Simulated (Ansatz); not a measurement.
Born–Oppenheimer molecular dynamics of AlH7Si (9 atoms, charge 0, multiplicity 1). It starts at the highest image of a converged band, a first-order saddle point between two minima.

These are results of Ansatz, RKS r2SCAN-D4/def2-SVP, not measurements.

```json
{"ensemble": "NVE (velocity Verlet)", "time step": "0.5 fs", "steps asked": "200", "starting velocities drawn for": "100 K", "seed": "2391"}
```

First frame:

```xyz
9
Properties=species:S:1:pos:R:3
Al -0.118 -0.135 0.012
H 0.286 0.368 1.593
H 1.152 0.043 -0.908
H -1.675 0.032 -0.186
Si 0.143 -2.572 0.972
H -0.205 -3.275 -0.305
H 1.521 -2.990 1.371
H -0.831 -3.006 2.019
H 0.270 -0.759 1.523
```

(1) How far do the bonds stretch over the last three quarters of this one trajectory? (Pairs bonded in most of those frames.)

Results:

(1) 
```csv
bond,mean (Å),spread (Å),shortest,longest
Al1–H3,1.600,0.021,1.56,1.64
Al1–H4,1.600,0.008,1.58,1.61
Al1–Si5,2.450,0.077,2.37,2.60
H2–H9,0.763,0.022,0.73,0.80
Si5–H6,1.502,0.020,1.47,1.54
Si5–H7,1.504,0.013,1.48,1.53
Si5–H8,1.500,0.004,1.49,1.51
```

Mean temperature of the second half: 492 K. The conserved energy stayed within 0.058 meV per atom of its start (net change 0.034 meV per atom), so the integration is sound. The kinetic energy rose, since the run started high on the potential surface and went downhill. It ends in pieces (AlH5Si + H2), so much of that is their flight and rotation, not heat. A run of 0.1 ps of so small a system gives no equilibrium averages. The orbitals stay closed-shell, which can raise the energy where a bond breaks towards radicals; this wasn't checked here.

The run took 4.4 min on 2 threads of Arm Neoverse V2, with other jobs on the host, peak memory 0.13 GiB.
